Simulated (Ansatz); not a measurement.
Isolated molecules relaxed with PBE0-D4/def2-TZVP in Ansatz; ΔE leaves out vibrations. CCSD(T)/CBS is the MP2 limit (def2-TZVPP, def2-QZVPP) plus CCSD(T) − MP2 in def2-TZVPP, frozen cores. This one scheme is used for every species, atoms too. DFT in def2-TZVPP. B3LYP here is the variant with VWN-RPA as its local correlation; programs differ in this. No spin–orbit coupling; open shells (•) take unrestricted orbitals. Spin–orbit coupling would lower the free atoms: a little for C, F.

`FC1CC1(F)F` → 3 C• + 3 F• + 3 H•  (atomization)

Task: What is ΔE at CCSD(T)/CBS? (Best estimate.)

Result: The calculation gave: +3652.5 kJ/mol.

Task: What do these levels give: r2SCAN0-D4, ωB97X-V, B2PLYP, revPBE, BLYP, PBE0, B3LYP, HF/def2-SVP, CCSD/def2-TZVPP, MP2/def2-QZVPP, HF/CBS(def2), MP2/CBS(def2)? (Best estimate.)

Result: Ansatz gave: r2SCAN0-D4 3599.2, ωB97X-V 3683.6, B2PLYP 3621.4, revPBE 3642.7, BLYP 3640.8, PBE0 3699.3, B3LYP 3624.9, HF/def2-SVP 2611.2, CCSD/def2-TZVPP 3484.3, MP2/def2-QZVPP 3745.3, HF/CBS(def2) 2558.5, MP2/CBS(def2) 3785.0 kJ/mol.

Largest T1 diagnostic among the species: 0.011.

The D4 term adds +22.5 kJ/mol with B3LYP and +11.6 kJ/mol with PBE0; it sums over pairs of atoms, weighted by their polarisabilities, and B3LYP, whose exchange is more repulsive, gets the larger term. In def2-TZVPP, CCSD(T) changes the Hartree–Fock value by +1002.1 kJ/mol (the triples alone add +71.4 kJ/mol) and MP2 by +1134.7 kJ/mol; breaking electron pairs costs correlation energy, which Hartree–Fock lacks.

For atomizations the MP2-based limit and the directly extrapolated one differ by several kJ/mol either way, and by 10 to 25 for some Ge, Se and Sn compounds, so smaller differences from it don't rank the levels.
